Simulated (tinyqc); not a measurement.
Inside a calculation (part 2 of 2). Method: ROHF in the sto-6g basis, for H2O+, spin multiplicity 2. Computed by tinyqc, a small Python program that keeps every step (integrals from PySCF). Command: `OMP_NUM_THREADS=1 python tinyqc.py 27003 27004 out.jsonl` (the two numbers bound the seeds that draw the settings). One thread of a shared host (Intel(R) Xeon(R) Processor @ 2.60GHz), about 0.1 s of CPU time with the checks.

Geometry (angstrom):

| atom | x | y | z |
|---|---|---|---|
| O | 0.000000 | 0.000000 | 0.000000 |
| H | 0.000000 | 0.924000 | 0.873000 |
| H | 0.000000 | -0.924000 | 0.873000 |

## Iteration 2: building the Fock matrix

D(alpha) after iteration 1:
```
            1O 1s      1O 2s    1O 2px     1O 2py     1O 2pz      2H 1s      3H 1s
1O 1s    1.054831  -0.236376  0.000000   0.000000   0.021299  -0.006597  -0.006597
1O 2s   -0.236376   1.023779  0.000000   0.000000  -0.125364   0.014106   0.014106
1O 2px   0.000000   0.000000  1.000000   0.000000   0.000000   0.000000   0.000000
1O 2py   0.000000   0.000000  0.000000   0.781315   0.000000   0.182727  -0.182727
1O 2pz   0.021299  -0.125364  0.000000   0.000000   0.812559   0.162926   0.162926
2H 1s   -0.006597   0.014106  0.000000   0.182727   0.162926   0.076939  -0.008530
3H 1s   -0.006597   0.014106  0.000000  -0.182727   0.162926  -0.008530   0.076939
```

D(beta) after iteration 1:
```
            1O 1s      1O 2s    1O 2px     1O 2py     1O 2pz      2H 1s      3H 1s
1O 1s    1.054831  -0.236376  0.000000   0.000000   0.021299  -0.006597  -0.006597
1O 2s   -0.236376   1.023779  0.000000   0.000000  -0.125364   0.014106   0.014106
1O 2px   0.000000   0.000000  0.000000   0.000000   0.000000   0.000000   0.000000
1O 2py   0.000000   0.000000  0.000000   0.781315   0.000000   0.182727  -0.182727
1O 2pz   0.021299  -0.125364  0.000000   0.000000   0.812559   0.162926   0.162926
2H 1s   -0.006597   0.014106  0.000000   0.182727   0.162926   0.076939  -0.008530
3H 1s   -0.006597   0.014106  0.000000  -0.182727   0.162926  -0.008530   0.076939
```

core Hamiltonian H = T + V (hartree):
```
             1O 1s      1O 2s     1O 2px     1O 2py     1O 2pz      2H 1s      3H 1s
1O 1s   -32.763693  -7.239751   0.000000   0.000000  -0.012791  -0.846838  -0.846838
1O 2s    -7.239751  -8.988768   0.000000   0.000000  -0.150841  -2.127390  -2.127390
1O 2px    0.000000   0.000000  -7.258548   0.000000   0.000000   0.000000   0.000000
1O 2py    0.000000   0.000000   0.000000  -7.323748   0.000000  -1.192831   1.192831
1O 2pz   -0.012791  -0.150841   0.000000   0.000000  -7.316749  -1.163042  -1.163042
2H 1s    -0.846838  -2.127390   0.000000  -1.192831  -1.163042  -4.053137  -0.799718
3H 1s    -0.846838  -2.127390   0.000000   1.192831  -1.163042  -0.799718  -4.053137
```

nuclear repulsion = 6.94694901 hartree

Given earlier and not repeated: Two-electron integrals (ij|kl) in chemists' order.

J_ij = sum D_kl (ij|kl) with D = D(alpha) + D(beta), K_ij = sum D_kl (ik|jl) for each spin; F = H + J - K(s); E = tr D H + tr D J / 2 - 0.5 sum_s tr D(s) K(s) + E_nn.

Coulomb J (hartree):
```
            1O 1s     1O 2s    1O 2px     1O 2py     1O 2pz     2H 1s      3H 1s
1O 1s   16.921137  2.978467  0.000000   0.000000  -0.004601  0.355843   0.355843
1O 2s    2.978467  7.674442  0.000000   0.000000   0.009092  1.763083   1.763083
1O 2px   0.000000  0.000000  7.618612   0.000000   0.000000  0.000000   0.000000
1O 2py   0.000000  0.000000  0.000000   7.701371   0.000000  1.065640  -1.065640
1O 2pz  -0.004601  0.009092  0.000000   0.000000   7.703341  1.011845   1.011845
2H 1s    0.355843  1.763083  0.000000   1.065640   1.011845  3.729990   0.659248
3H 1s    0.355843  1.763083  0.000000  -1.065640   1.011845  0.659248   3.729990
```

exchange K(alpha) (hartree):
```
           1O 1s      1O 2s    1O 2px     1O 2py     1O 2pz     2H 1s      3H 1s
1O 1s   4.921226   0.779418  0.000000   0.000000   0.000034  0.101535   0.101535
1O 2s   0.779418   1.365156  0.000000   0.000000  -0.026600  0.339477   0.339477
1O 2px  0.000000   0.000000  1.159018   0.000000   0.000000  0.000000   0.000000
1O 2py  0.000000   0.000000  0.000000   1.071687   0.000000  0.217005  -0.217005
1O 2pz  0.000034  -0.026600  0.000000   0.000000   1.082695  0.207314   0.207314
2H 1s   0.101535   0.339477  0.000000   0.217005   0.207314  0.277543   0.093205
3H 1s   0.101535   0.339477  0.000000  -0.217005   0.207314  0.093205   0.277543
```

exchange K(beta) (hartree):
```
           1O 1s      1O 2s    1O 2px     1O 2py     1O 2pz     2H 1s      3H 1s
1O 1s   4.895464   0.740274  0.000000   0.000000   0.000034  0.096131   0.096131
1O 2s   0.740274   1.184492  0.000000   0.000000  -0.026600  0.307931   0.307931
1O 2px  0.000000   0.000000  0.278356   0.000000   0.000000  0.000000   0.000000
1O 2py  0.000000   0.000000  0.000000   1.024226   0.000000  0.212291  -0.212291
1O 2pz  0.000034  -0.026600  0.000000   0.000000   1.035234  0.202860   0.202860
2H 1s   0.096131   0.307931  0.000000   0.212291   0.202860  0.269772   0.087200
3H 1s   0.096131   0.307931  0.000000  -0.212291   0.202860  0.087200   0.269772
```

F(alpha) (hartree):
```
             1O 1s      1O 2s     1O 2px     1O 2py     1O 2pz      2H 1s      3H 1s
1O 1s   -20.763782  -5.040702   0.000000   0.000000  -0.017425  -0.592530  -0.592530
1O 2s    -5.040702  -2.679483   0.000000   0.000000  -0.115149  -0.703784  -0.703784
1O 2px    0.000000   0.000000  -0.798954   0.000000   0.000000   0.000000   0.000000
1O 2py    0.000000   0.000000   0.000000  -0.694064   0.000000  -0.344195   0.344195
1O 2pz   -0.017425  -0.115149   0.000000   0.000000  -0.696104  -0.358510  -0.358510
2H 1s    -0.592530  -0.703784   0.000000  -0.344195  -0.358510  -0.600690  -0.233674
3H 1s    -0.592530  -0.703784   0.000000   0.344195  -0.358510  -0.233674  -0.600690
```

F(beta) (hartree):
```
             1O 1s      1O 2s    1O 2px     1O 2py     1O 2pz      2H 1s      3H 1s
1O 1s   -20.738020  -5.001558  0.000000   0.000000  -0.017425  -0.587126  -0.587126
1O 2s    -5.001558  -2.498819  0.000000   0.000000  -0.115149  -0.672239  -0.672239
1O 2px    0.000000   0.000000  0.081709   0.000000   0.000000   0.000000   0.000000
1O 2py    0.000000   0.000000  0.000000  -0.646603   0.000000  -0.339481   0.339481
1O 2pz   -0.017425  -0.115149  0.000000   0.000000  -0.648643  -0.354056  -0.354056
2H 1s    -0.587126  -0.672239  0.000000  -0.339481  -0.354056  -0.592919  -0.227669
3H 1s    -0.587126  -0.672239  0.000000   0.339481  -0.354056  -0.227669  -0.592919
```

total energy of this density = -75.19040695 hartree

## Iteration 2: Roothaan effective Fock matrix

overlap S:
```
           1O 1s     1O 2s    1O 2px     1O 2py    1O 2pz     2H 1s      3H 1s
1O 1s   1.000000  0.231145  0.000000   0.000000  0.000000  0.026855   0.026855
1O 2s   0.231145  1.000000  0.000000   0.000000  0.000000  0.297323   0.297323
1O 2px  0.000000  0.000000  1.000000   0.000000  0.000000  0.000000   0.000000
1O 2py  0.000000  0.000000  0.000000   1.000000  0.000000  0.200087  -0.200087
1O 2pz  0.000000  0.000000  0.000000   0.000000  1.000000  0.189043   0.189043
2H 1s   0.026855  0.297323  0.000000   0.200087  0.189043  1.000000   0.152438
3H 1s   0.026855  0.297323  0.000000  -0.200087  0.189043  0.152438   1.000000
```

With projectors Pc = D(beta) S, Po = (D(alpha) - D(beta)) S, Pv = 1 - D(alpha) S, the block xy is Px^T F Py; with Fc = (F(alpha) + F(beta))/2, the blocks are Fc for cc, oo, vv and cv, F(beta) for co and F(alpha) for ov.

effective F (hartree):
```
             1O 1s      1O 2s     1O 2px     1O 2py     1O 2pz      2H 1s      3H 1s
1O 1s   -20.750901  -5.021130   0.000000   0.000000  -0.017425  -0.589828  -0.589828
1O 2s    -5.021130  -2.589151   0.000000   0.000000  -0.115149  -0.688011  -0.688011
1O 2px    0.000000   0.000000  -0.358622   0.000000   0.000000   0.000000   0.000000
1O 2py    0.000000   0.000000   0.000000  -0.670333   0.000000  -0.341838   0.341838
1O 2pz   -0.017425  -0.115149   0.000000   0.000000  -0.672373  -0.356283  -0.356283
2H 1s    -0.589828  -0.688011   0.000000  -0.341838  -0.356283  -0.596804  -0.230672
3H 1s    -0.589828  -0.688011   0.000000   0.341838  -0.356283  -0.230672  -0.596804
```

## Iteration 2: DIIS over 2 matrices

error matrix X^T (FDS - SDF) X:
```
           1          2         3          4          5          6          7
1   0.000000   0.015451  0.000000   0.000000   0.019796  -0.047392  -0.047392
2  -0.015451   0.000000  0.000000   0.000000   0.030919   0.077915   0.077915
3   0.000000   0.000000  0.000000   0.000000   0.000000   0.000000   0.000000
4   0.000000   0.000000  0.000000   0.000000   0.000000   0.243986  -0.243986
5  -0.019796  -0.030919  0.000000   0.000000   0.000000   0.194666   0.194666
6   0.047392  -0.077915  0.000000  -0.243986  -0.194666   0.000000   0.000000
7   0.047392  -0.077915  0.000000   0.243986  -0.194666   0.000000   0.000000
```

B (overlaps of the stored error matrices):
```
                1               2
1   2.5550996e+00  -2.2322536e-01
2  -2.2322536e-01   4.2613654e-01
```

Minimise |sum c_i e_i|^2 with sum c_i = 1: solve [B -1; -1 0][c; lambda] = [0; -1] with B_ij = tr e_i^T e_j, and take F = sum c_i F_i.

DIIS coefficients: 0.189446  0.810554

extrapolated F (hartree):
```
             1O 1s      1O 2s     1O 2px     1O 2py     1O 2pz      2H 1s      3H 1s
1O 1s   -20.924437  -5.052684   0.000000   0.000000  -0.015022  -0.594408  -0.594408
1O 2s    -5.052684  -2.666849   0.000000   0.000000  -0.104535  -0.701536  -0.701536
1O 2px    0.000000   0.000000  -0.469624   0.000000   0.000000   0.000000   0.000000
1O 2py    0.000000   0.000000   0.000000  -0.730355   0.000000  -0.339319   0.339319
1O 2pz   -0.015022  -0.104535   0.000000   0.000000  -0.731059  -0.351086  -0.351086
2H 1s    -0.594408  -0.701536   0.000000  -0.339319  -0.351086  -0.603618  -0.236396
3H 1s    -0.594408  -0.701536   0.000000   0.339319  -0.351086  -0.236396  -0.603618
```

## Iteration 2: diagonalisation and new density

X:
```
            1O 1s      1O 2s    1O 2px     1O 2py     1O 2pz      2H 1s      3H 1s
1O 1s    1.021826  -0.127471  0.000000   0.000000  -0.004870   0.013924   0.013924
1O 2s   -0.127471   1.094490  0.000000   0.000000   0.045761  -0.158549  -0.158549
1O 2px   0.000000   0.000000  1.000000   0.000000   0.000000   0.000000   0.000000
1O 2py   0.000000   0.000000  0.000000   1.036988   0.000000  -0.120379   0.120379
1O 2pz  -0.004870   0.045761  0.000000   0.000000   1.028440  -0.098915  -0.098915
2H 1s    0.013924  -0.158549  0.000000  -0.120379  -0.098915   1.074329  -0.054371
3H 1s    0.013924  -0.158549  0.000000   0.120379  -0.098915  -0.054371   1.074329
```

Diagonalise F' = X^T F X, C = X C', fill 5 alpha and 4 beta electrons from the bottom; D(s) = C_occ C_occ^T. Each column has its largest component positive (the first on a tie).

F' = X^T F X (hartree):
```
            1          2          3          4          5          6          7
1  -20.603968  -2.487068   0.000000   0.000000  -0.024539  -0.058944  -0.058944
2   -2.487068  -1.729753   0.000000   0.000000  -0.002974  -0.294084  -0.294084
3    0.000000   0.000000  -0.469624   0.000000   0.000000   0.000000   0.000000
4    0.000000   0.000000   0.000000  -0.626596   0.000000  -0.265923   0.265923
5   -0.024539  -0.002974   0.000000   0.000000  -0.648770  -0.235244  -0.235244
6   -0.058944  -0.294084   0.000000  -0.265923  -0.235244  -0.367552  -0.062973
7   -0.058944  -0.294084   0.000000   0.265923  -0.235244  -0.062973  -0.367552
```

orbital energies (hartree): MO1 -20.927129, MO2 -1.566291, MO3 -0.874677, MO4 -0.816437, MO5 -0.469624, MO6 -0.103157, MO7 -0.056498

coefficients C:
```
              MO1        MO2        MO3        MO4       MO5        MO6        MO7
1O 1s    0.997045  -0.233757   0.000000   0.075692  0.000000   0.079488   0.000000
1O 2s    0.012929   0.940006   0.000000  -0.379551  0.000000  -0.488558   0.000000
1O 2px   0.000000   0.000000   0.000000   0.000000  1.000000   0.000000   0.000000
1O 2py   0.000000   0.000000   0.771871   0.000000  0.000000   0.000000  -0.713121
1O 2pz   0.001490   0.127029   0.000000   0.804563  0.000000  -0.644915   0.000000
2H 1s   -0.001909   0.103170   0.338992   0.272517  0.000000   0.685828   0.732500
3H 1s   -0.001909   0.103170  -0.338992   0.272517  0.000000   0.685828  -0.732500
```

D(alpha) after iteration 2:
```
            1O 1s      1O 2s    1O 2px     1O 2py     1O 2pz      2H 1s      3H 1s
1O 1s    1.054471  -0.235572  0.000000   0.000000   0.032691  -0.005393  -0.005393
1O 2s   -0.235572   1.027836  0.000000   0.000000  -0.185945  -0.006478  -0.006478
1O 2px   0.000000   0.000000  1.000000   0.000000   0.000000   0.000000   0.000000
1O 2py   0.000000   0.000000  0.000000   0.595785   0.000000   0.261659  -0.261659
1O 2pz   0.032691  -0.185945  0.000000   0.000000   0.663460   0.232360   0.232360
2H 1s   -0.005393  -0.006478  0.000000   0.261659   0.232360   0.199829  -0.030003
3H 1s   -0.005393  -0.006478  0.000000  -0.261659   0.232360  -0.030003   0.199829
```

D(beta) after iteration 2:
```
            1O 1s      1O 2s    1O 2px     1O 2py     1O 2pz      2H 1s      3H 1s
1O 1s    1.054471  -0.235572  0.000000   0.000000   0.032691  -0.005393  -0.005393
1O 2s   -0.235572   1.027836  0.000000   0.000000  -0.185945  -0.006478  -0.006478
1O 2px   0.000000   0.000000  0.000000   0.000000   0.000000   0.000000   0.000000
1O 2py   0.000000   0.000000  0.000000   0.595785   0.000000   0.261659  -0.261659
1O 2pz   0.032691  -0.185945  0.000000   0.000000   0.663460   0.232360   0.232360
2H 1s   -0.005393  -0.006478  0.000000   0.261659   0.232360   0.199829  -0.030003
3H 1s   -0.005393  -0.006478  0.000000  -0.261659   0.232360  -0.030003   0.199829
```

## Iteration 8 (converged): orbitals

converged F (hartree):
```
             1O 1s      1O 2s     1O 2px     1O 2py     1O 2pz      2H 1s      3H 1s
1O 1s   -21.177329  -5.103869   0.000000   0.000000  -0.019000  -0.599345  -0.599345
1O 2s    -5.103869  -2.789670   0.000000   0.000000  -0.079994  -0.726181  -0.726181
1O 2px    0.000000   0.000000  -0.582842   0.000000   0.000000   0.000000   0.000000
1O 2py    0.000000   0.000000   0.000000  -0.796887   0.000000  -0.378553   0.378553
1O 2pz   -0.019000  -0.079994   0.000000   0.000000  -0.822702  -0.384662  -0.384662
2H 1s    -0.599345  -0.726181   0.000000  -0.378553  -0.384662  -0.640951  -0.236940
3H 1s    -0.599345  -0.726181   0.000000   0.378553  -0.384662  -0.236940  -0.640951
```

As before.

F' = X^T F X (hartree):
```
            1          2          3          4          5          6          7
1  -20.856725  -2.495568   0.000000   0.000000  -0.032477  -0.058067  -0.058067
2   -2.495568  -1.848617   0.000000   0.000000   0.030801  -0.301192  -0.301192
3    0.000000   0.000000  -0.582842   0.000000   0.000000   0.000000   0.000000
4    0.000000   0.000000   0.000000  -0.679616   0.000000  -0.299678   0.299678
5   -0.032477   0.030801   0.000000   0.000000  -0.730233  -0.263198  -0.263198
6   -0.058067  -0.301192   0.000000  -0.299678  -0.263198  -0.389412  -0.057359
7   -0.058067  -0.301192   0.000000   0.299678  -0.263198  -0.057359  -0.389412
```

orbital energies (hartree): MO1 -21.179845, MO2 -1.674312, MO3 -0.963888, MO4 -0.931617, MO5 -0.582842, MO6 -0.096572, MO7 -0.047781

coefficients C:
```
              MO1        MO2        MO3        MO4       MO5        MO6        MO7
1O 1s    0.997159  -0.236440   0.000000   0.066144  0.000000   0.078635   0.000000
1O 2s    0.012456   0.956204   0.000000  -0.341517  0.000000  -0.485190   0.000000
1O 2px   0.000000   0.000000   0.000000   0.000000  1.000000   0.000000   0.000000
1O 2py   0.000000   0.000000   0.766364   0.000000  0.000000   0.000000  -0.719035
1O 2pz   0.001658   0.098853   0.000000   0.810817  0.000000  -0.642011   0.000000
2H 1s   -0.001909   0.089409   0.344616   0.274214  0.000000   0.687082   0.729871
3H 1s   -0.001909   0.089409  -0.344616   0.274214  0.000000   0.687082  -0.729871
```

D(alpha) after iteration 8:
```
            1O 1s      1O 2s    1O 2px     1O 2py     1O 2pz      2H 1s      3H 1s
1O 1s    1.054606  -0.236254  0.000000   0.000000   0.031912  -0.004906  -0.004906
1O 2s   -0.236254   1.031116  0.000000   0.000000  -0.182364  -0.008179  -0.008179
1O 2px   0.000000   0.000000  1.000000   0.000000   0.000000   0.000000   0.000000
1O 2py   0.000000   0.000000  0.000000   0.587314   0.000000   0.264101  -0.264101
1O 2pz   0.031912  -0.182364  0.000000   0.000000   0.667198   0.231173   0.231173
2H 1s   -0.004906  -0.008179  0.000000   0.264101   0.231173   0.201951  -0.035569
3H 1s   -0.004906  -0.008179  0.000000  -0.264101   0.231173  -0.035569   0.201951
```

D(beta) after iteration 8:
```
            1O 1s      1O 2s    1O 2px     1O 2py     1O 2pz      2H 1s      3H 1s
1O 1s    1.054606  -0.236254  0.000000   0.000000   0.031912  -0.004906  -0.004906
1O 2s   -0.236254   1.031116  0.000000   0.000000  -0.182364  -0.008179  -0.008179
1O 2px   0.000000   0.000000  0.000000   0.000000   0.000000   0.000000   0.000000
1O 2py   0.000000   0.000000  0.000000   0.587314   0.000000   0.264101  -0.264101
1O 2pz   0.031912  -0.182364  0.000000   0.000000   0.667198   0.231173   0.231173
2H 1s   -0.004906  -0.008179  0.000000   0.264101   0.231173   0.201951  -0.035569
3H 1s   -0.004906  -0.008179  0.000000  -0.264101   0.231173  -0.035569   0.201951
```

## Convergence

Stop when the energy changes by less than 1e-09 hartree and every element of the error matrix X^T (F D S - S D F) X is below 9e-06.

Course of the cycle:

| iteration | E (hartree) | change | largest element of the error matrix |
|---|---|---|---|
| 1 | -70.70595498 | - | 5.98e-01 |
| 2 | -75.19040695 | -4.48e+00 | 2.44e-01 |
| 3 | -75.30225271 | -1.12e-01 | 6.93e-03 |
| 4 | -75.30235810 | -1.05e-04 | 3.02e-03 |
| 5 | -75.30237479 | -1.67e-05 | 7.23e-04 |
| 6 | -75.30237618 | -1.39e-06 | 1.52e-04 |
| 7 | -75.30237622 | -4.22e-08 | 2.61e-06 |
| 8 | -75.30237622 | -1.78e-11 | 1.42e-09 |

PySCF ROHF in the same basis = -75.30237622 hartree

Converged in 8 iterations.

## Populations, bond orders and dipole

Mulliken: Z minus the diagonal of D S on the atom; Loewdin: the same with S^(1/2) D S^(1/2); Mayer order: 2 sum_s sum (D(s) S)_ij (D(s) S)_ji over the two atoms.

Charges (e):

| atom | Mulliken | Loewdin | Mulliken spin |
|---|---|---|---|
| 1O | 0.162041 | 0.247157 | 1.000000 |
| 2H | 0.418979 | 0.376421 | 0.000000 |
| 3H | 0.418979 | 0.376421 | 0.000000 |

Mayer bond orders:

| pair | order |
|---|---|
| 2-1 | 0.823369 |
| 3-1 | 0.823369 |
| 3-2 | 0.001088 |

dipole moment about the origin, x y z (debye): 0.000000  0.000000  4.052356
